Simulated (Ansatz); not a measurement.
CH3O (SMILES C=[OH+]), charge 1, multiplicity 1, relaxed at each level with Ansatz (a quantum-chemistry and plane-wave program); harmonic frequencies from differences of analytic forces, average atomic masses, frozen cores.

```json
[
 {"level": "HF/def2-TZVPP", "C1–O2 (Å)": "1.2263", "C1–H3 (Å)": "1.0780", "C1–H4 (Å)": "1.0800", "O2–H5 (Å)": "0.9574", "O2–C1–H3 (°)": "116.6", "O2–C1–H4 (°)": "121.7", "H3–C1–H4 (°)": "121.7", "dipole (D)": "-"},
 {"level": "PBE/def2-TZVPP", "C1–O2 (Å)": "1.2540", "C1–H3 (Å)": "1.0979", "C1–H4 (Å)": "1.1001", "O2–H5 (Å)": "0.9918", "O2–C1–H3 (°)": "115.5", "O2–C1–H4 (°)": "121.9", "H3–C1–H4 (°)": "122.6", "dipole (D)": "-"},
 {"level": "r2SCAN/def2-TZVPP", "C1–O2 (Å)": "1.2459", "C1–H3 (Å)": "1.0900", "C1–H4 (Å)": "1.0924", "O2–H5 (Å)": "0.9820", "O2–C1–H3 (°)": "115.6", "O2–C1–H4 (°)": "121.8", "H3–C1–H4 (°)": "122.6", "dipole (D)": "-"},
 {"level": "B3LYP/def2-TZVPP", "C1–O2 (Å)": "1.2446", "C1–H3 (Å)": "1.0888", "C1–H4 (Å)": "1.0908", "O2–H5 (Å)": "0.9821", "O2–C1–H3 (°)": "115.9", "O2–C1–H4 (°)": "121.8", "H3–C1–H4 (°)": "122.3", "dipole (D)": "-"},
 {"level": "PBE0/def2-TZVPP", "C1–O2 (Å)": "1.2401", "C1–H3 (Å)": "1.0904", "C1–H4 (Å)": "1.0925", "O2–H5 (Å)": "0.9793", "O2–C1–H3 (°)": "115.9", "O2–C1–H4 (°)": "121.8", "H3–C1–H4 (°)": "122.3", "dipole (D)": "-"},
 {"level": "wB97X-V/def2-TZVPP", "C1–O2 (Å)": "1.2450", "C1–H3 (Å)": "1.0910", "C1–H4 (Å)": "1.0931", "O2–H5 (Å)": "0.9803", "O2–C1–H3 (°)": "115.9", "O2–C1–H4 (°)": "121.6", "H3–C1–H4 (°)": "122.5", "dipole (D)": "-"},
 {"level": "MP2/cc-pVTZ", "C1–O2 (Å)": "1.2485", "C1–H3 (Å)": "1.0844", "C1–H4 (Å)": "1.0866", "O2–H5 (Å)": "0.9821", "O2–C1–H3 (°)": "115.6", "O2–C1–H4 (°)": "121.6", "H3–C1–H4 (°)": "122.8", "dipole (D)": "-"},
 {"level": "CCSD(T)/cc-pVDZ", "C1–O2 (Å)": "1.2582", "C1–H3 (Å)": "1.1012", "C1–H4 (Å)": "1.1038", "O2–H5 (Å)": "0.9876", "O2–C1–H3 (°)": "115.6", "O2–C1–H4 (°)": "121.8", "H3–C1–H4 (°)": "122.6", "dipole (D)": "-"},
 {"level": "CCSD(T)/cc-pVTZ", "C1–O2 (Å)": "1.2519", "C1–H3 (Å)": "1.0873", "C1–H4 (Å)": "1.0895", "O2–H5 (Å)": "0.9809", "O2–C1–H3 (°)": "115.7", "O2–C1–H4 (°)": "121.5", "H3–C1–H4 (°)": "122.8", "dipole (D)": "-"}
]
```
